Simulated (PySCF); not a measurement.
Nuclear quadrupole coupling in `C/C=C/C=C\Cl`

Compound: C5H7Cl.
Cartesian coordinates in Å at the GFN2-xTB level; atoms count from 1:
```
atom  x, y, z in Å
C1    -2.3239   -0.0691   -0.1755
C2    -0.9161   -0.5372   -0.2892
C3     0.1496    0.1733    0.0815
C4     1.5035   -0.3032   -0.0408
C5     2.6000    0.3637    0.3181
Cl6    2.5760    1.9436    0.9992
H7    -2.7981   -0.0604   -1.1575
H8    -2.8963   -0.7494    0.4557
H9    -2.3724    0.9306    0.2491
H10   -0.7824   -1.5279   -0.7060
H11    0.0220    1.1622    0.5001
H12    1.6378   -1.2912   -0.4608
H13    3.5958   -0.0345    0.2083
```

Field gradients from the PBE0/pcSseg-1 density (PySCF, non-relativistic), principal values in atomic units, ordered |Vxx| ≤ |Vyy| ≤ |Vzz|:

```
atom      Vxx      Vyy     Vzz
 Cl6  -1.6379  -2.1106  3.7485
```

Task: Find the asymmetry η = (Vxx − Vyy)/Vzz and the couplings χ = eQV/h (234.96 MHz × Q in barn × V in au), with Q(35Cl) = −0.0817 b.

Result: 
```json
{"atom": "Cl6", "environment": "vinyl chlorine", "nucleus": "35Cl", "η": "0.13", "χzz (MHz)": "-71.96", "χxx (MHz)": "31.44", "χyy (MHz)": "40.52"}
```

The tensor is traceless: Vxx + Vyy + Vzz = 0.

Task: What is Vzz at Cl6 in SI units (1 au = 9.71736 × 10²¹ V/m²)?

Result: 3.7485 au = 36.425 × 10²¹ V/m².

Task: And the gradient at the other heavy atoms, for which no coupling is worked out here?

Result: 
| atom | environment | Vzz (au) | η |
| --- | --- | --- | --- |
| C1 | allylic carbon | 0.052 | 0.72 |
| C2 | alkene CH carbon | 0.332 | 0.45 |
| C3 | alkene CH carbon | 0.274 | 0.52 |
| C4 | alkene CH carbon | 0.280 | 0.32 |
| C5 | vinylic C–Cl carbon | -0.371 | 0.83 |

Were the hydrogens deuterons (Q(2H) = 0.00286 b), χzz would run from 208 kHz (H7 and H8) to 221 kHz (H13).

The structure is a single GFN2-xTB conformer in the gas phase; no vibrational or solvent corrections. GFN2-xTB bond lengths can be off by several hundredths of an ångström, more for odd bonds, and the gradients follow them. A larger basis could move these couplings by a tenth or more.
